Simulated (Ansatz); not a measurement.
What does this script print? It uses Ansatz's Python interface.

`opt_c2h5fo.py`:
```python
import ansatz as az
import numpy as np
import pandas as pd

BASIS = "cc-pVDZ"
XC = "b3lyp"

GEOMETRY = """
C    -0.73680   -0.08270   -0.62750
C     0.41880    0.30190    0.19760
O     0.28850   -0.28580    1.45970
F     1.60600   -0.22450   -0.36370
H    -0.89070   -1.13100   -0.74900
H    -1.70210    0.36030   -0.18110
H    -0.65980    0.37670   -1.64360
H     0.60390    1.40090    0.29310
H     1.16070   -0.76210    1.59750
"""


def main() -> None:
    mol = az.Crystal.molecule()
    for line in GEOMETRY.strip().splitlines():
        symbol, *xyz = line.split()
        mol = mol.atom(symbol, [float(v) for v in xyz])

    job = mol.calculation().basis(gaussian=BASIS).functional(XC)
    symbols = [site.symbol for site in mol.cartesian_sites]
    start = np.array([site.position_ang for site in mol.cartesian_sites], dtype=float)
    def progress(event):
        if event["event"] == "relax_step":
            row = event["data"]
            print(f"step {row['step']:3d}  E = {row['lagrangian_ev']:.6f} eV  largest force component {row['allowed_force_max_ev_ang']:.4f} eV/A")


    r = job.relax(force_tolerance=0.02).session().plan().execute(on_event=progress).report
    end = np.array(r["positions_ang"])

    for key in ("converged", "free_energy_ev", "reference_energy_ev", "n_frozen", "n_occupied", "n_virtual"):
        print(f"{key:22s} {r[key]}")

    print("final positions (A) and the move of each atom")
    for symbol, xyz, old in zip(symbols, end, start):
        print(f"{symbol:2s} {xyz[0]:10.5f} {xyz[1]:10.5f} {xyz[2]:10.5f}   {np.linalg.norm(xyz - old):7.4f}")

    charges = r["charge_distribution"]
    table = pd.DataFrame({"atom": symbols, "mulliken": charges["mulliken_charges_e"], "lowdin": charges["lowdin_charges_e"]})
    print(table.round(3).to_string())
    print("dipole (e A):", np.round(charges["dipole_moment_e_ang"], 4) + 0.0)
    with open("c2h5fo_opt.xyz", "w") as handle:
        handle.write(f"{len(symbols)}\nrelaxed C2H5FO\n")
        handle.writelines(f"{s:2s} {x:11.6f} {y:11.6f} {z:11.6f}\n" for s, (x, y, z) in zip(symbols, end))


if __name__ == "__main__":
    main()
```

Running `python opt_c2h5fo.py` prints:
```text
step   1  E = -6919.573539 eV  largest force component 2.4178 eV/A
step   2  E = -6919.728230 eV  largest force component 0.9828 eV/A
step   3  E = -6919.765212 eV  largest force component 0.2400 eV/A
step   4  E = -6919.809465 eV  largest force component 0.4491 eV/A
step   5  E = -6919.829978 eV  largest force component 0.5049 eV/A
step   6  E = -6919.820613 eV  largest force component 0.6229 eV/A
step   7  E = -6919.844342 eV  largest force component 0.2382 eV/A
step   8  E = -6919.850350 eV  largest force component 0.0532 eV/A
step   9  E = -6919.850517 eV  largest force component 0.0210 eV/A
step  10  E = -6919.850559 eV  largest force component 0.0034 eV/A
converged              True
free_energy_ev         -6919.850742553648
reference_energy_ev    -6919.850742553648
n_frozen               0
n_occupied             [17, 17]
n_virtual              [64, 64]
final positions (A) and the move of each atom
C    -0.78204   -0.03769   -0.66113    0.0721
C     0.45579    0.18337    0.17403    0.1264
O     0.33659   -0.53700    1.35105    0.2779
F     1.57662   -0.26856   -0.54070    0.1848
H    -0.91446   -1.11712   -0.83043    0.0860
H    -1.66811    0.35199   -0.13815    0.0554
H    -0.68152    0.47075   -1.63074    0.0974
H     0.64950    1.25785    0.36316    0.1657
H     1.11614   -0.34988    1.89593    0.5109
  atom  mulliken  lowdin
0    C    -0.007  -0.018
1    C     0.248  -0.296
2    O    -0.224   0.237
3    F    -0.255   0.093
4    H     0.039   0.016
5    H     0.030   0.017
6    H     0.030   0.016
7    H    -0.006  -0.019
8    H     0.146  -0.046
dipole (e A): [-0.064   0.2602  0.1608]
```

It writes `c2h5fo_opt.xyz`:
```text
9
relaxed C2H5FO
C    -0.782043   -0.037689   -0.661130
C     0.455792    0.183368    0.174030
O     0.336593   -0.537003    1.351048
F     1.576619   -0.268564   -0.540705
H    -0.914462   -1.117125   -0.830435
H    -1.668115    0.351993   -0.138152
H    -0.681515    0.470747   -1.630742
H     0.649495    1.257852    0.363158
H     1.116136   -0.349878    1.895927
```

Notes:
- Total energies depend on the basis set; only differences at equal settings carry meaning.
- The end point is the stationary point reached from this start; no frequency run checks that it is a minimum, and the basis set is modest.
- The Löwdin charges here are taken after orthogonalising the functions within each atom; they differ from plain Löwdin charges, and their signs can be unphysical.
- b3lyp holds the VWN-RPA fit, as in Gaussian; the form of ORCA and Turbomole is b3lyp5.
- Run time: 30 s on 1 thread of Arm Neoverse V2, on a shared host, peak memory 0.26 GiB.

(Lines on the test bed's own set-up are left out of the output.)
